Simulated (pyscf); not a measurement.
Thermochemistry of product channels of HO–GaH₂ (SMILES [OH][GaH2]) + CH₃• (SMILES [CH3]) on the doublet surface, in kcal/mol, from ωB97M-D3(BJ)/def2-TZVP energies (ideal gas, 1 atm, RRHO with modes under 100 cm⁻¹ raised to 100, one conformer, R ln 2 for chiral ones without a mode under 150 cm⁻¹). Optimised with ωB97X-D3(BJ)/def2-SVP in PySCF.

```json
[
 {"products": "•O–GaH₂ (SMILES [O][GaH2]) + CH₄ (SMILES C)", "ΔE": "+6.9", "ΔH(298 K)": "+8.6", "ΔG(600 K)": "+10.8", "ΔG(1200 K)": "+14.2"},
 {"products": "H₃C–O–GaH₂ (SMILES C[O][GaH2]) + H• (SMILES [H])", "ΔE": "+25.8", "ΔH(298 K)": "+25.1", "ΔG(600 K)": "+30.7", "ΔG(1200 K)": "+35.6"},
 {"products": "[HO–GaH]• (SMILES [OH][GaH]) + CH₄ (SMILES C)", "ΔE": "-29.6", "ΔH(298 K)": "-25.6", "ΔG(600 K)": "-24.1", "ΔG(1200 K)": "-21.3"},
 {"products": "OH• (SMILES [OH]) + H₃C–GaH₂ (SMILES [CH3][GaH2])", "ΔE": "+31.4", "ΔH(298 K)": "+31.8", "ΔG(600 K)": "+31.7", "ΔG(1200 K)": "+31.4"},
 {"products": "[H₃C–Ga–OH]• (SMILES [CH3][Ga][OH]) + H₂ (SMILES [H][H])", "ΔE": "-21.5", "ΔH(298 K)": "-19.8", "ΔG(600 K)": "-18.3", "ΔG(1200 K)": "-17.8"},
 {"products": "H₃C–GaH–OH (SMILES [CH3][GaH][OH]) + H• (SMILES [H])", "ΔE": "+4.0", "ΔH(298 K)": "+4.0", "ΔG(600 K)": "+8.9", "ΔG(1200 K)": "+12.3"}
]
```

These are energies of the channels, which say nothing of barriers. Left out: orbital degeneracy and the spin-orbit lowering of OH. Elements up to Kr have no core potential and no relativistic terms here.
